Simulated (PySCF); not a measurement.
**How methods differ on the ionisation energy of Si**

Si [Ne] 3s2 3p2 (3P) → Si⁺ [Ne] 3s2 3p1 (2P), as a difference of total energies. Computed with PySCF 2.14 in dyall-av3z (19s12p3d2f, 84 functions), with scalar relativity by spin-free X2C-1e. Correlated levels: valence: [Ne] frozen; virtual orbitals above 40 to 60 times the deepest correlated orbital energy dropped. The calculations carry no spin-orbit coupling.

```tsv
method	ionisation energy (eV)
UHF	7.627
LDA	8.224
PBE	8.189
PBE0	8.209
r2SCAN	8.311
TPSSh	8.213
LC-wPBE	8.294
HSE06	8.198
B2PLYP	8.004
MP2 (valence)	8.038
SCS-MP2 (valence)	7.950
```

Problem. How much does correlation contribute at MP2 (valence)?

Solution. 8.038 − (7.627) = 0.411 eV, measured against UHF.

Errors of the correlated levels include the incompleteness of this basis and the frozen core.

For comparison: 8.157 eV (measured; NIST levels, between the centres of gravity of the two terms).
